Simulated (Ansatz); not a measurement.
We consider bcc W, described by PBEsol+SOC (Ansatz, an electronic-structure program, PAW).

Run with plane-wave cutoff 520 eV, 24×24×24 k mesh, Fermi–Dirac smearing 0.05 eV, PAW data made under PBE.

Pressure at four volumes; x = ln(V/15.709 Å³). One pressure is withheld.

```csv
V (Å³/atom),x,P (GPa)
14.766,-0.0619,22.48
15.709,0.0000,0.01
16.337,0.0392,-11.60
16.651,0.0582,?
```

Task: Pass a parabola P(x) through the three rows shown, estimate the bulk modulus and its pressure derivative near zero pressure, and predict the withheld pressure.

Result: Slopes between the rows: (0.01 − (22.48))/(0.0000 − (-0.0619)) = -363.00 and (-11.60 − (0.01))/(0.0392 − (0.0000)) = -296.17 GPa. Their difference over the span 0.1011 is c = 66.83/0.1011 = 661.0 GPa, so P(x) = 22.48 + (-363.00)(x − (-0.0619)) + 661.0 (x − (-0.0619))(x − (0.0000)). At the middle row B = −dP/dx = −[-363.00 + 661.0 × 0.0619] = 322.1 GPa, and B′ = dB/dP = 2c/B = 4.1. At x = 0.0582 the parabola gives -16.50 GPa; the run gives -16.56 GPa. The Birch–Murnaghan fit to the energies at all volumes has B0 = 320 GPa and B′ = 4.1.

Measured, for comparison: bulk modulus 312 GPa (zero-point energy and finite temperature contributions removed, sources range from 300 to 328; as tabulated in doi:10.1021/acs.jctc.3c00612). Computed less measured: bulk modulus +2.6 % (inside the range of the sources held).
